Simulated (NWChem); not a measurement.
**Basis-set dependence for HLi**

SMILES: [LiH]
```xyz
2

Li     0.0000     0.0000     0.3994
H      0.0000     0.0000    -1.1982
```
Charge 0, spin multiplicity 1.

All runs are NWChem calculations. The geometry was optimised at PBE0/def2-SVP, a minimum by its harmonic frequencies.

Hartree-Fock energies in Ha, correlation energies in mHa.

The correlated methods freeze no orbitals. The Pople sets run with spherical d functions. The structure started from a generated list of species. No row is a measurement; the coupled-cluster row has its own basis-set and correlation limits.

```csv
basis,functions,RHF,MP2,SCS-MP2,CCSD,CCSD+T(CCSD),CCSD(T),CR-CCSD[T],CR-CCSD(T),CCSDT
def2-SVP,14,-7.97867,-22.1,-26.3,-29.2,-29.2,-29.2,-29.2,-29.2,-29.2
def2-TZVP,20,-7.98518,-51.5,-61.4,-62.9,-62.9,-62.9,-62.9,-62.9,-63.0
6-311G**,24,-7.98578,-36.0,-42.9,-46.1,-46.2,-46.2,-46.2,-46.2,-46.2
def2-QZVP,65,-7.98711,-59.8,-71.2,-72.2,-72.3,-72.3,-72.3,-72.3,not run
```

From 6-311G** to def2-QZVP the Hartree-Fock energy moves by -1.3 mHa and the MP2 correlation energy by -23.8 mHa, which is 40 % of its value in the larger set.
